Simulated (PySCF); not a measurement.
**HO, SMILES `[OH]` (charge 0, multiplicity 2)**

Computed with PySCF with TPSSh-D3(BJ)/def2-TZVP // PBE0-D3(BJ)/def2-TZVP.

```json
{
  "highest_occupied_spin_orbital": "-8.09 eV",
  "dipole_moment": "1.74 D",
  "total_energy": "-75.7654 Ha",
  "cost": "roughly 4 core-seconds"
}
```

Bond lengths (Å): O1–H2 0.973.
Charge 0, spin multiplicity 2.
